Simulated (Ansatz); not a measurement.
Results of G0W0@HSE06 in Ansatz (hard PAW, contour deformation) for Na3Sb (P6₃/mmc, No. 194).

The same calculation (at the measured cell, 29.478 Å³/atom) with different numerical settings; throughout: k mesh 3×3×1:

```
run  response cutoff (eV)  empty bands  quasiparticle gap on the mesh (eV)  quasiparticle gap at Γ (eV)    rough time
---  --------------------  -----------  ----------------------------------  ---------------------------  ------------
1                      70          576                               1.208                        1.208   30 core-min
2                     105         1058                               1.239                        1.239   50 core-min
3                     140         1630                               1.252                        1.252  100 core-min
4                     175         2277                                   ?                            ?      3 core-h
```

**Question.** Some entries are withheld; supply them.

**Answer.** 
- 4, quasiparticle gap on the mesh (eV): 1.259
- 4, quasiparticle gap at Γ (eV): 1.259

In the column quasiparticle gap on the mesh (eV) the first row differs from the last by -0.051 and the next to last by -0.007.

The last row is no converged limit: other settings stay fixed.

Spin–orbit coupling is not included.

Note: GW on a hybrid start was not checked against another program.

Ansatz is a quantum-chemistry and plane-wave program.
